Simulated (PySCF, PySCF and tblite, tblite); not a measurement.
# 1,3-difluoropropane (C3H6F2): conformers and averaged spectra, part 3 of 3

PySCF and tblite. Atoms count from 0. Earlier steps stand in the parts before.

## Step 15: Shieldings, conformer 2: wB97X-D/pcSseg-1

What the job is given:

```
{"job": {"xc": "wB97X-D", "basis": "pcSseg-1", "kind": "nmr", "pop": false}, "charge": 0, "multiplicity": 1}
F      0.801975     0.222613     1.813134
C      0.217869     0.958460     0.807500
C     -0.616924     0.057481    -0.072524
C      0.201046    -1.010445    -0.759809
F      1.108193    -0.429357    -1.615958
H     -0.401726     1.747350     1.265569
H      1.018203     1.434994     0.216933
H     -1.399765    -0.427131     0.534579
H     -1.128579     0.673417    -0.830760
H      0.757628    -1.601515    -0.013503
H     -0.443660    -1.690754    -1.341095
```

Standard output:

```text
coarse grid: 9152 points
cycle   1  E = -317.3630676876  dE =  5.029e-01  |g| = 6.713e-01  |ddm| = 2.611e+00
cycle   2  E = -317.3575812830  dE =  5.486e-03  |g| = 7.696e-01  |ddm| = 7.588e-01
cycle   3  E = -317.4394100352  dE = -8.183e-02  |g| = 3.815e-02  |ddm| = 3.927e-01
cycle   4  E = -317.4396623170  dE = -2.523e-04  |g| = 1.502e-02  |ddm| = 2.932e-02
cycle   5  E = -317.4397119174  dE = -4.960e-05  |g| = 4.192e-03  |ddm| = 1.509e-02
cycle   6  E = -317.4397162125  dE = -4.295e-06  |g| = 4.411e-04  |ddm| = 3.399e-03
final grid: 89064 points
cycle   7  E = -317.4847500316  dE = -1.544e-04  |g| = 8.820e-03  |ddm| = 3.330e-02
cycle   8  E = -317.4847497158  dE =  3.158e-07  |g| = 9.646e-03  |ddm| = 1.023e-02
cycle   9  E = -317.4847621057  dE = -1.239e-05  |g| = 4.656e-04  |ddm| = 4.678e-03
cycle  10  E = -317.4847621665  dE = -6.078e-08  |g| = 2.451e-04  |ddm| = 9.455e-04
cycle  11  E = -317.4847621801  dE = -1.363e-08  |g| = 3.259e-05  |ddm| = 2.353e-04
cycle  12  E = -317.4847621805  dE = -4.526e-10  |g| = 7.157e-06  |ddm| = 7.955e-05
converged SCF energy = -317.4847621805

GIAO shielding tensors (ppm)
atom      isotropic    diamagn.    paramagn.     s11        s22        s33       span
  0 F      430.239     473.617     -43.378    383.599    440.841    466.277     82.678
  1 C      105.991     241.794    -135.803     68.805     82.293    166.874     98.068
  2 C      150.117     249.766     -99.649    143.476    150.893    155.982     12.506
  3 C      106.111     241.800    -135.689     68.854     82.296    167.183     98.329
  4 F      429.809     473.595     -43.785    383.089    439.565    466.773     83.684
  5 H       26.943      28.035      -1.092     22.510     26.915     31.404      8.894
  6 H       26.681      28.656      -1.974     22.925     26.927     30.192      7.266
  7 H       29.777      30.204      -0.428     25.952     28.172     35.206      9.255
  8 H       29.782      30.192      -0.410     26.028     28.145     35.174      9.145
  9 H       26.664      28.659      -1.995     22.928     26.966     30.098      7.169
 10 H       26.950      28.027      -1.076     22.489     26.933     31.429      8.939
```

Wall time 7.7 s (1 thread of Arm Neoverse V1, shared host); peak memory 0.6 GiB.

In short: HOMO -11.25 eV, LUMO 3.36 eV; dipole 2.12 D.

## Step 16: Single-point energy, conformer 2: LC-wPBE/def2-SVP

The job, as its differences from that of step 15:

```diff
@@ -1,2 +1,2 @@
-{"job": {"xc": "wB97X-D", "basis": "pcSseg-1", "kind": "nmr", "pop": false}, "charge": 0, "multiplicity": 1}
+{"job": {"xc": "LC-wPBE", "basis": "def2-SVP", "kind": "sp"}, "charge": 0, "multiplicity": 1}
 F      0.801975     0.222613     1.813134
```

Standard output:

```text
coarse grid: 9152 points
cycle   1  E = -317.0366733652  dE =  5.478e-01  |g| = 7.155e-01  |ddm| = 3.060e+00
cycle   2  E = -317.0478835518  dE = -1.121e-02  |g| = 7.380e-01  |ddm| = 1.023e+00
cycle   3  E = -317.1322249074  dE = -8.434e-02  |g| = 4.252e-02  |ddm| = 5.127e-01
cycle   4  E = -317.1326072471  dE = -3.823e-04  |g| = 1.406e-02  |ddm| = 4.062e-02
cycle   5  E = -317.1326583216  dE = -5.107e-05  |g| = 3.941e-03  |ddm| = 1.996e-02
cycle   6  E = -317.1326623947  dE = -4.073e-06  |g| = 4.751e-04  |ddm| = 4.446e-03
final grid: 89064 points
cycle   7  E = -317.1908518044  dE = -2.925e-05  |g| = 1.211e-02  |ddm| = 1.968e-02
cycle   8  E = -317.1908474371  dE =  4.367e-06  |g| = 1.297e-02  |ddm| = 1.655e-02
cycle   9  E = -317.1908739938  dE = -2.656e-05  |g| = 2.229e-04  |ddm| = 8.047e-03
cycle  10  E = -317.1908740064  dE = -1.262e-08  |g| = 9.782e-05  |ddm| = 4.010e-04
cycle  11  E = -317.1908740088  dE = -2.368e-09  |g| = 1.491e-05  |ddm| = 1.080e-04
cycle  12  E = -317.1908740088  dE = -7.549e-11  |g| = 2.979e-06  |ddm| = 3.316e-05
converged SCF energy = -317.1908740088
```

Run time: 5.6 s. Hardware: 1 thread of Arm Neoverse V1, shared host; peak memory 0.52 GiB.

Key values: HOMO -11.92 eV, LUMO 4.14 eV; dipole 1.99 D.

## Step 17: Shieldings, conformer 3: wB97X-D/pcSseg-1

What the job is given:

```
{"job": {"xc": "wB97X-D", "basis": "pcSseg-1", "kind": "nmr", "pop": false}, "charge": 0, "multiplicity": 1}
F      2.405332     0.421146    -0.345850
C      1.294566    -0.196081     0.166423
C      0.049016     0.357217    -0.485945
C     -1.218344    -0.284840     0.028851
F     -2.306843     0.255335    -0.602894
H      1.385534    -1.283190    -0.009562
H      1.276527    -0.032636     1.259108
H      0.001343     1.444014    -0.311962
H      0.114106     0.207210    -1.575456
H     -1.213320    -1.374793    -0.153053
H     -1.330854    -0.125687     1.116526
```

Standard output:

```text
coarse grid: 9152 points
cycle   1  E = -317.3572664435  dE =  5.197e-01  |g| = 6.779e-01  |ddm| = 2.617e+00
cycle   2  E = -317.3485666592  dE =  8.700e-03  |g| = 7.863e-01  |ddm| = 8.263e-01
cycle   3  E = -317.4356034430  dE = -8.704e-02  |g| = 3.893e-02  |ddm| = 4.342e-01
cycle   4  E = -317.4358647762  dE = -2.613e-04  |g| = 1.534e-02  |ddm| = 2.971e-02
cycle   5  E = -317.4359166644  dE = -5.189e-05  |g| = 3.986e-03  |ddm| = 1.478e-02
cycle   6  E = -317.4359205979  dE = -3.933e-06  |g| = 4.579e-04  |ddm| = 3.369e-03
final grid: 89064 points
cycle   7  E = -317.4801996081  dE = -1.453e-04  |g| = 8.687e-03  |ddm| = 3.201e-02
cycle   8  E = -317.4801980547  dE =  1.553e-06  |g| = 9.852e-03  |ddm| = 1.055e-02
cycle   9  E = -317.4802114315  dE = -1.338e-05  |g| = 3.530e-04  |ddm| = 4.943e-03
cycle  10  E = -317.4802114773  dE = -4.578e-08  |g| = 1.287e-04  |ddm| = 8.907e-04
cycle  11  E = -317.4802114814  dE = -4.093e-09  |g| = 3.814e-05  |ddm| = 1.698e-04
cycle  12  E = -317.4802114818  dE = -4.405e-10  |g| = 7.223e-06  |ddm| = 6.177e-05
converged SCF energy = -317.4802114818

GIAO shielding tensors (ppm)
atom      isotropic    diamagn.    paramagn.     s11        s22        s33       span
  0 F      426.816     470.305     -43.489    393.877    425.162    461.409     67.532
  1 C      105.231     243.686    -138.455     67.996     84.614    163.084     95.089
  2 C      150.350     248.760     -98.410    123.521    157.285    170.244     46.723
  3 C      105.281     243.610    -138.329     68.084     84.687    163.071     94.986
  4 F      426.949     470.494     -43.545    393.832    425.436    461.580     67.748
  5 H       27.199      28.980      -1.781     22.997     28.126     30.473      7.477
  6 H       27.193      29.122      -1.929     22.994     28.115     30.469      7.475
  7 H       29.211      30.061      -0.851     25.975     28.656     33.001      7.026
  8 H       29.216      29.843      -0.627     25.977     28.670     33.001      7.024
  9 H       27.196      29.026      -1.830     22.993     28.122     30.474      7.480
 10 H       27.195      29.172      -1.977     22.994     28.117     30.473      7.479
```

Run time: 7.4 s. Hardware: 1 thread of Arm Neoverse V1, shared host; peak memory 0.6 GiB.

Key values: HOMO -11.46 eV, LUMO 3.10 eV; dipole 1.94 D.

## Step 18: Single-point energy, conformer 3: LC-wPBE/def2-SVP

The job, as its differences from that of step 17:

```diff
@@ -1,2 +1,2 @@
-{"job": {"xc": "wB97X-D", "basis": "pcSseg-1", "kind": "nmr", "pop": false}, "charge": 0, "multiplicity": 1}
+{"job": {"xc": "LC-wPBE", "basis": "def2-SVP", "kind": "sp"}, "charge": 0, "multiplicity": 1}
 F      2.405332     0.421146    -0.345850
```

Standard output:

```text
coarse grid: 9152 points
cycle   1  E = -317.0305153167  dE =  5.634e-01  |g| = 7.266e-01  |ddm| = 3.058e+00
cycle   2  E = -317.0385606713  dE = -8.045e-03  |g| = 7.602e-01  |ddm| = 1.219e+00
cycle   3  E = -317.1292148844  dE = -9.065e-02  |g| = 4.328e-02  |ddm| = 6.311e-01
cycle   4  E = -317.1295978903  dE = -3.830e-04  |g| = 1.417e-02  |ddm| = 4.057e-02
cycle   5  E = -317.1296546536  dE = -5.676e-05  |g| = 3.825e-03  |ddm| = 2.007e-02
cycle   6  E = -317.1296584772  dE = -3.824e-06  |g| = 5.262e-04  |ddm| = 4.622e-03
final grid: 89064 points
cycle   7  E = -317.1865051222  dE = -2.647e-05  |g| = 1.177e-02  |ddm| = 2.072e-02
cycle   8  E = -317.1865014766  dE =  3.646e-06  |g| = 1.269e-02  |ddm| = 1.779e-02
cycle   9  E = -317.1865262196  dE = -2.474e-05  |g| = 2.125e-04  |ddm| = 8.876e-03
cycle  10  E = -317.1865262317  dE = -1.205e-08  |g| = 9.885e-05  |ddm| = 4.071e-04
cycle  11  E = -317.1865262341  dE = -2.439e-09  |g| = 1.499e-05  |ddm| = 1.107e-04
cycle  12  E = -317.1865262342  dE = -9.175e-11  |g| = 4.066e-06  |ddm| = 3.181e-05
converged SCF energy = -317.1865262342
```

Run time: 5.4 s. Hardware: 1 thread of Arm Neoverse V1, shared host; peak memory 0.5 GiB.

In short: HOMO -12.12 eV, LUMO 3.92 eV; dipole 1.78 D.

## Step 19: The ensemble: properties at wB97X-D/pcSseg-1

What the job is given:

```
{"job": {"study": "conf", "smiles": "FCCCF", "search": {"seed": 2419, "n_embed": 90, "ff_keep": 18, "window": 2.5, "nmax": 4, "temps": [180, 298.15, 320, 350, 800], "t_ref": 298.15, "order": 0.001, "w0": 50.0, "geom": true}, "level": {"nmr": {"xc": "wB97X-D", "basis": "pcSseg-1"}, "sp": {"xc": "LC-wPBE", "basis": "def2-SVP"}, "change": "wB97X-D/pcSseg-1; energies LC-wPBE/def2-SVP", "top": 4}, "kind": "conf"}, "charge": 0, "multiplicity": 1}
F      0.801975     0.222613     1.813134
C      0.217869     0.958460     0.807500
C     -0.616924     0.057481    -0.072524
C      0.201046    -1.010445    -0.759809
F      1.108193    -0.429357    -1.615958
H     -0.401726     1.747350     1.265569
H      1.018203     1.434994     0.216933
H     -1.399765    -0.427131     0.534579
H     -1.128579     0.673417    -0.830760
H      0.757628    -1.601515    -0.013503
H     -0.443660    -1.690754    -1.341095
```

Standard output:

```text
conformer  sym    E(xTB)   E(DFT)   G(298.15 K)  weight  dipole/D
    1     C1      0.261    1.263    0.728   0.2251    1.916
    2     C2      0.000    0.000    0.000   0.7691    1.990
    3     C2v     1.321    2.793    2.892   0.0058    1.778

mean shielding (ppm) by class
class atoms           180 K   298.15 K      320 K      350 K      800 K
  0 F  0,4          429.707    428.939    428.808    428.643    427.463
  1 C  1,3          105.872    105.441    105.369    105.278    104.662
  2 C  2            150.135    150.178    150.185    150.195    150.264
  3 H  5,6,9         26.817     26.835     26.838     26.843     26.885
  4 H  7,8           29.761     29.714     29.705     29.695     29.605
```

Wall time 39 s (1 thread of Arm Neoverse V1, shared host). This counts the runs that the step sums up.

Against the first level, at 298 K (shifts, ppm; largest changes first):

```tsv
atoms	wB97X-D/pcSseg-1 in chloroform	wB97X-D/pcSseg-1	change
F0, F4	-244.5	-241.8	+2.7
C1, C3	80.9	79.1	-1.8
C2	34.7	34.4	-0.3
H7, H8	1.82	1.67	-0.15
H5, H6, H9, H10	4.65	4.54	-0.11
```

Weights: from B3LYP/def2-SVP in chloroform energies 1: 29 %, 2: 69 %, 3: 1 %; from LC-wPBE/def2-SVP energies 1: 23 %, 2: 77 %, 3: 1 % (with a dispersion term where the level has one and the same thermal terms, so they don't follow from the SCF energies alone). Times: 38 s and 39 s.

## Step 20: Results

What follows sums up all 3 parts.

| quantity | value |
| --- | --- |
| conformers | 3; the first in weight is no. 2 (C2), 69 % at 298 K |
| root-mean-square dipole | 2.19 D |
| averaged 13C shifts (wB97X-D/pcSseg-1 in chloroform) | 80.9, 34.7 ppm |
| averaged 1H shifts (wB97X-D/pcSseg-1 in chloroform) | 4.65, 1.82 ppm |
| averaged 19F shifts (wB97X-D/pcSseg-1 in chloroform) | -244.5 ppm |

What this shows: Conformer 2 leads with 69 % at 298 K, and its share goes from 88 % at 180 K to 40 % at 800 K. Among conformers over 5 %, C1, C3 differ by 2.5 ppm, while the average moves by 1.1 ppm from 180 to 800 K. Going from wB97X-D/pcSseg-1 in chloroform to wB97X-D/pcSseg-1 moves F0 most, by 2.7 ppm; the energies behind both averages, dispersion terms included where typed, rank the same conformer first.
